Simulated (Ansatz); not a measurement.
C4H6S, SMILES `C1=CSCC1`, relaxed with RKS PBE-D4/def2-SVP in the Gaussian-basis code of Ansatz from a rough embedded geometry. The force threshold is 0.03 eV/Å; the program also tests the step.

Charge 0, multiplicity 1.

Start:

```xyz
11

C     0.908   -0.534    0.403
C     0.190   -0.489    1.465
S    -1.390    0.115    1.148
C    -0.996    0.626   -0.449
C     0.319   -0.038   -0.891
H     2.000   -0.878    0.398
H     0.497   -0.844    2.471
H    -1.783    0.420   -1.177
H    -0.841    1.793   -0.437
H     0.119   -0.859   -1.524
H     0.978    0.689   -1.408
```

```json
{"step": "1", "energy (eV)": "-15063.4730", "largest force (eV/Å)": "3.988", "largest move (Å)": "0.000"}
{"step": "2", "energy (eV)": "-15063.9628", "largest force (eV/Å)": "2.035", "largest move (Å)": "0.084"}
{"step": "3", "energy (eV)": "-15064.0603", "largest force (eV/Å)": "0.443", "largest move (Å)": "0.068"}
{"step": "4", "energy (eV)": "-15064.0673", "largest force (eV/Å)": "0.293", "largest move (Å)": "0.045"}
{"step": "5", "energy (eV)": "-15064.0732", "largest force (eV/Å)": "0.083", "largest move (Å)": "0.023"}
{"step": "6", "energy (eV)": "-15064.0737", "largest force (eV/Å)": "0.102", "largest move (Å)": "0.013"}
{"step": "7", "energy (eV)": "-15064.0747", "largest force (eV/Å)": "0.040", "largest move (Å)": "0.021"}
{"step": "8", "energy (eV)": "-15064.0750", "largest force (eV/Å)": "0.009", "largest move (Å)": "0.013"}
```

End:

```xyz
11

C     1.004   -0.461    0.396
C     0.184   -0.510    1.468
S    -1.480    0.010    1.170
C    -0.973    0.685   -0.481
C     0.319   -0.047   -0.887
H     2.056   -0.782    0.429
H     0.450   -0.861    2.475
H    -1.805    0.545   -1.197
H    -0.795    1.773   -0.353
H     0.087   -0.955   -1.493
H     0.952    0.603   -1.528
```

Run time 10 s (4 threads of a server CPU on a shared host); peak host memory 0.14 GiB.
